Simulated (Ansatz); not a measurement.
# Pulling the pair apart

The pair of OH⁻ (SMILES [OH-], atoms 1–2) and N$_{2}$ (SMILES N#N, atoms 3–4), both closed shells, in one local arrangement (a lower one may exist), relaxed at PBE0-D4/def2-TZVPD:

O1  (0.117, -0.411, -1.378)
H2  (-0.199, 0.429, -1.729)
N3  (-0.121, 0.451, 1.800)
N4  (0.204, -0.470, 1.306)
(Å)

N$_{2}$ is shifted rigidly along the line between the mean atom positions of the two fragments (negative: closer). Counterpoise interaction energies in kcal/mol. Computed with Ansatz 0.2.0 (basis: def2-TZVPPD); correlated methods freeze the cores. B3LYP uses VWN-RPA correlation.

| shift (Å) | B3LYP-D4 | r2SCAN-D4 | PBE0-D4 |
| --- | --- | --- | --- |
| -0.27 | -2.65 | -4.47 | -2.90 |
| -0.13 | -3.23 | -4.76 | -3.39 |
| 0.00 | -3.41 | -4.71 | -3.52 |
| 0.13 | -3.36 | -4.48 | -3.45 |
| 0.32 | -3.08 | -4.03 | -3.18 |
| 0.67 | -2.39 | -3.14 | -2.51 |
| 1.34 | -1.34 | -1.97 | -1.45 |
| 2.69 | -0.50 | -1.48 | -0.50 |

Question: What does CCSD(T) give at these shifts? (To be estimated.)

Answer: By the calculation: 0.23, -0.96, -1.64, -1.98, -2.12, -1.90, -1.19, -0.43 kcal/mol. For zero shift, CCSD(T) at an estimated basis limit (MP2 extrapolated from triple and quadruple zeta, plus CCSD(T) − MP2 in triple zeta) gives -2.09 kcal/mol. These are counterpoise interaction energies, counted from the two frozen fragments.

The T1 diagnostic stays at or below 0.020.

For scale, one of the runs: CCSD(T)/def2-TZVPPD, 131 basis functions, launched by `ansatz run in.yaml --threads 2 --pin off --events-out ev --progress --plain --max-ram 5222MiB`. Hardware: 2 CPU threads of an Arm Neoverse V1, shared host. Wall time 11 s; peak host memory 0.69 GiB.
